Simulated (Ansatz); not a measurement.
System: antifluorite Mg2Sn. Method: rVV10 (Ansatz, a first-principles code, plane waves, PAW).

Input:

Ansatz 0.2 input:
```yaml
crystal:
  lattice:
    - [0.0, 3.3934550877, 3.3934550877]
    - [3.3934550877, 0.0, 3.3934550877]
    - [3.3934550877, 3.3934550877, 0.0]
  atoms:
    - { symbol: Mg, position: [0.25, 0.25, 0.25] }
    - { symbol: Mg, position: [0.75, 0.75, 0.75] }
    - { symbol: Sn, position: [0.0, 0.0, 0.0] }
basis:
  ecutwfc: 520
  ecutrho_ratio: 4
  xc_grid: 2
kpoints:
  mp_grid: { grid: [10, 10, 10] }
hamiltonian:
  xc: { exchange: rpw86, correlation: pbe }
  dispersion: rvv10
  pseudopotentials: { kind: paw }
scf:
  occupations: { method: fermi_dirac, width: 0.01 }
  convergence: { dr2_threshold: 0.0000000003 }
output:
  forces: true
  stress: true
  eigenvalues: true
```

Task: How many irreducible k-points, plane waves at Γ does the program set up, and what pressure does the run end with?

Result: 47 irreducible k-points, 2085 plane waves at Γ; P = 0.83 GPa, so the cell is compressed on average and its volume would grow at this level.

From the output:

```
Crystal: 3 atoms, lattice volume = 78.155 Å³
Basis set: ecut = 520 eV, 2085 PW (Γ), exchange–correlation on 72×72×72 points (8 copies of the dense FFT grid, shifted against one another)
Bands: 21, of which v1, the nominal top of the filled ones, is band 17 counted from 1 (16 counted from 0)
Symmetry: 48 space group operations
Space group: Fm-3m (ITA 225), of the structure as read, at distance tolerance 4.3e-5 Å
k-points: 47 of 1000
Functional: x = rpw86, c = pbe(β = 0.06672455060314922) + rvv10(b = 6.3, C = 0.0093)
SCF iter   1: F=—  HF=-9934.289066 eV  |F-HF|=—  |Δ(HF+E_count)|=         —  Δρ=4.86e-3  dr2=2.64e-2
SCF iter   2: F=—  HF=-9934.282382 eV  |F-HF|=—  |Δ(HF+E_count)|=   6.68e-3  Δρ=1.81e-3  dr2=1.55e-3
  ...
SCF iter   6: F=—  HF=-9934.282763 eV  |F-HF|=—  |Δ(HF+E_count)|=   2.82e-7  Δρ=3.14e-6  dr2=5.96e-9
SCF iter   7: F=-9934.282763 eV  HF=-9934.282763 eV  |F-HF|=1.35e-10  |Δ(HF+E_count)|=   1.00e-8  Δρ=3.17e-7  dr2=7.35e-11
SCF 1 converged in 7 iterations: F = -9934.282763 eV  dr2 = 7.35e-11
SCF converged after 7 iterations
Free energy (F): -9934.282763 eV
Internal energy: -9934.282566 eV  (E = F + TS)
E sigma→0 (E₀):  -9934.282664 eV
Fermi energy:    6.898729 eV
--- Stress (GPa, compression-positive) ---
        0.833739       0.000000      -0.000000
        0.000000       0.833739       0.000000
        0.000000      -0.000000       0.833739
  P = ⅓ Tr σ = 0.8337 GPa (8.337 kbar)
```

The cell is one volume of an energy–volume scan, off the minimum.

The PAW data were made under PBE.

Note: the gap of the solid is closed in this run. Note: the run finds no gap at this volume, although the solid has one.

The result took about 7 core-seconds (a rough figure).
